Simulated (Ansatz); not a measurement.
CCSD(T) against full CI for several species

Each species is computed at the geometry given (Å), with frozen cores, in Ansatz 0.2.0: RHF-CCSD(T) for singlets, UHF-CCSD(T) otherwise, and full CI in the same basis. The program picks the determinant by trial CCSD, so it needn't be the lowest Hartree–Fock solution. States: HfH2 Σg⁺ or Δg, HAlP A'', BH3 A1, BH2⁺ B2, GaH4⁺ A1. Cases whose determinant has another symmetry than full CI's state, or whose (Q) step broke down, weren't drawn. No spin–orbit coupling is included; scalar relativity enters only through core potentials past Kr.

Q: Judging by size, spin and bonding, rank them by the size of CCSD(T)'s error in total energy against full CI in the same basis, smallest first (an estimate).
A. GaH$_{4}$⁺, singlet, cc-pVDZ: Ga 0.000 0.000 -0.072; H 0.000 1.991 -0.259; H 0.000 0.501 2.758; H 0.000 -1.991 -0.259; H 0.000 -0.501 2.758
B. HAlP, doublet, 6-31G: Al 0.000 -0.108 1.238; P 0.000 0.051 -1.143; H 0.000 1.315 1.999
C. BH$_{2}$⁺, triplet, aug-cc-pVTZ: B 0.000 0.000 -0.189; H 0.000 0.794 1.015; H 0.000 -0.794 1.015
D. HfH2, singlet, def2-SVP: Hf 0.000 0.000 0.000; H 0.000 0.000 -1.912; H 0.000 0.000 1.912
E. BH$_{3}$, singlet, cc-pVDZ: B 0.000 0.000 0.000; H 2.088 0.025 0.000; H -1.066 1.796 -0.005; H -1.022 -1.821 0.005

A: C (15.2 meV), A (22.7 meV), D (32.8 meV), B (72.9 meV), E (109.7 meV).

```
       species        basis  correlated electrons  CCSD(T) − full CI (meV)  CCSDT(Q) − full CI (meV)  unpaired electrons (full CI)     T1  ⟨S²⟩ of the determinant
 BH2⁺, triplet  aug-cc-pVTZ                     4                     15.2                      -0.1                          2.02  0.020                     2.02
GaH4⁺, singlet      cc-pVDZ                     6                     22.7                       0.5                          0.23  0.025                     0.00
 HfH2, singlet     def2-SVP                     6                     32.8                       0.5                          0.36  0.010                     0.00
 HAlP, doublet        6-31G                     9                     72.9                       0.7                          1.62  0.066                     1.66
  BH3, singlet      cc-pVDZ                     6                    109.7                       5.7                          0.71  0.026                     0.00
```

Unpaired electrons are Σ n²(2−n)² over natural occupations; an open shell counts its own unpaired electrons too. Frozen cores follow each run's orbitals, which moves totals by a few meV.
